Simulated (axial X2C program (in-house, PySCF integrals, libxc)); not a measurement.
**N₂: computed against measured constants**

Calculated with an in-house all-electron X2C program for linear molecules (integrals from PySCF). Spin-free means the one-electron spin-free X2C Hamiltonian; two-component (2c) means X2C with spin–orbit coupling and atomic mean-field two-electron Coulomb and Gaunt terms, so the difference of the two also holds small scalar two-electron terms. Basis: N dyall-av3z [7s7p3d2f] (cores contracted in-house); Gaussian nuclei, density fitting, unrestricted open shells. Masses: N 14.003 u.

| Hamiltonian | level | Re (Å) | ωe (cm⁻¹) | ωexe (cm⁻¹) | De (eV) |
| --- | --- | --- | --- | --- | --- |
| spin-free | PBE0 | 1.089 | 2479.6 | 12.3 | 9.76 |
| spin-free | HF | 1.066 | 2730.0 | 10.9 | 5.05 |
| spin-free | MP2 | 1.113 | 2189.9 | 19.1 | 10.01 |
| spin-free | CCSD | 1.096 | 2421.6 | 13.1 | 9.09 |
| spin-free | CCSD(T) | 1.103 | 2342.2 | 14.1 | 9.48 |
| spin-free | TPSSh | 1.095 | 2418.6 | 12.7 | 9.60 |
| spin-free | TPSS | 1.100 | 2367.0 | 13.1 | 9.87 |
| spin-free | B97-3 | 1.089 | 2479.9 | 12.5 | 9.91 |
| 2c | PBE0 | 1.089 | 2479.8 | 12.3 | 9.76 |
| 2c | HF | 1.066 | 2730.0 | 10.9 | 5.06 |
| 2c | MP2 | 1.113 | 2190.3 | 19 | 10.02 |
| 2c | CCSD | 1.096 | 2421.8 | 13.1 | 9.09 |
| 2c | CCSD(T) | 1.103 | 2342.4 | 14.1 | 9.48 |
| 2c | TPSSh | 1.095 | 2418.8 | 12.7 | 9.61 |
| 2c | TPSS | 1.100 | 2367.2 | 13.1 | 9.88 |
| 2c | B97-3 | 1.089 | 2480.1 | 12.5 | 9.91 |

De refers to N + N.

Correlated methods: 10 electrons correlated (number of frozen shells: N 1 s), 198 virtual spin orbitals or spinors in MP2, 114 natural virtuals in coupled cluster.

Measured (Huber and Herzberg, Constants of Diatomic Molecules, 1979; state 1Σg+): Re (Å) 1.09769, ωe (cm⁻¹) 2358.57, ωexe (cm⁻¹) 14.324.

Question: Work out the error of each level, computed minus measured.

Answer: 

| Hamiltonian | level | Re (Å) | ωe (cm⁻¹) | ωexe (cm⁻¹) |
| --- | --- | --- | --- | --- |
| spin-free | PBE0 | -0.009 | 121.0 | -2.02 |
| spin-free | HF | -0.032 | 371.4 | -3.42 |
| spin-free | MP2 | 0.015 | -168.7 | 4.78 |
| spin-free | CCSD | -0.002 | 63.0 | -1.22 |
| spin-free | CCSD(T) | 0.005 | -16.4 | -0.22 |
| spin-free | TPSSh | -0.003 | 60.0 | -1.62 |
| spin-free | TPSS | 0.002 | 8.4 | -1.22 |
| spin-free | B97-3 | -0.009 | 121.3 | -1.82 |
| 2c | PBE0 | -0.009 | 121.2 | -2.02 |
| 2c | HF | -0.032 | 371.4 | -3.42 |
| 2c | MP2 | 0.015 | -168.3 | 4.68 |
| 2c | CCSD | -0.002 | 63.2 | -1.22 |
| 2c | CCSD(T) | 0.005 | -16.2 | -0.22 |
| 2c | TPSSh | -0.003 | 60.2 | -1.62 |
| 2c | TPSS | 0.002 | 8.6 | -1.22 |
| 2c | B97-3 | -0.009 | 121.5 | -1.82 |

One determinant describes the state; a PBE0 search over occupations chose it and may have missed a lower one. The closed shell is kept restricted, so the energy runs too high when the bond is stretched far. De is counted from the lowest determinant-based energies of the atoms at the same level, without counterpoise correction. CCSD and (T) use frozen natural virtuals with an MP2 correction for the truncation; (T) itself is uncorrected, so its De runs slightly low.
